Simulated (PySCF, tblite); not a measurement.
# chloride and dichloromethane

A gas-phase complex of chloride and dichloromethane; charge -1, singlet. The structure comes from a short search (6 tight-binding starts) and was relaxed by PBE0-D3(BJ)/def2-SVPD; another way of binding may lie lower. Frequencies by PBE0-D3(BJ)/def2-SVPD show no clear imaginary mode.

Parts: 1 = chloride ([Cl-]), atoms 1, charge -1; 2 = dichloromethane (ClCCl), atoms 2–6.

```xyz
6

Cl   -0.474    0.225   -0.141
Cl    1.736    3.185    2.109
C     2.051    1.562    1.448
Cl    2.799    0.496    2.665
H     1.100    1.108    1.077
H     2.770    1.676    0.631
```
Atoms count from 1 in this order.

```csv
contact,kind (by geometry),distance (Å),angle (°)
H5···Cl1,C–H hydrogen bond,2.178,165
```

Interaction energies are complex less parts, with the parts frozen as they stand in it; counterpoise-corrected, in kcal/mol (PySCF).

(1) Give the interaction energy at each level run.

(2) What holds them together? Decompose the wB97M-D3(BJ)/def2-TZVPD energy: frozen parts, their antisymmetrised product, then relaxation.

The parts were also relaxed and run alone, at the levels used for the complex: vibrations by PBE0-D3(BJ)/def2-SVPD; shieldings by PBE0/aug-pcSseg-2.

(3) How do these values change when the complex forms?

(4) What are the binding energy from relaxed parts (wB97M-D3(BJ)/def2-TZVPD), and ΔH and ΔG of association at 298.15 K and 1 atm?

## Answers

(1) 
```tsv
level	interaction	superposition error removed
wB97M-D3(BJ)/def2-TZVPD	-13.86	-0.11
PBE0-D3(BJ)/def2-TZVPD	-15.23	-0.12
RI-MP2/aug-cc-pVTZ	-14.53	-0.90
```

(2) electrostatic -18.7, Pauli repulsion +16.9, orbital relaxation -11.1, dispersion correction -1.0 kcal/mol, which sum to the value before the counterpoise correction; the Pauli term holds the exchange-correlation of the frozen density too. Of the attraction, 61 % is electrostatic, 36 % is orbital relaxation, 3 % is dispersion correction.

(3) 
```json
{"property": "C3–H5 bond (Å)", "alone": "1.094", "in the complex": "1.117", "change": "+0.022"}
{"property": "stretch carried by H5 (cm⁻¹, harmonic)", "alone": "3133, 3224", "in the complex": "2869", "change": "-309 from the mean"}
{"property": "its infrared intensity (km/mol)", "alone": "3, 1", "in the complex": "820", "change": ""}
{"property": "shielding of H5 (ppm)", "alone": "25.81", "in the complex": "19.67", "change": "-6.13"}
{"property": "shielding of Cl1 (ppm)", "alone": "1149.3", "in the complex": "1069.6", "change": "-79.7"}
{"property": "shielding of C3 (ppm)", "alone": "116.2", "in the complex": "108.3", "change": "-7.9"}
```

(4) -13.21 kcal/mol, -13.16 with zero-point energy; ΔH -13.3 and ΔG -7.1 kcal/mol, from harmonic vibrations by PBE0-D3(BJ)/def2-SVPD with low modes damped.
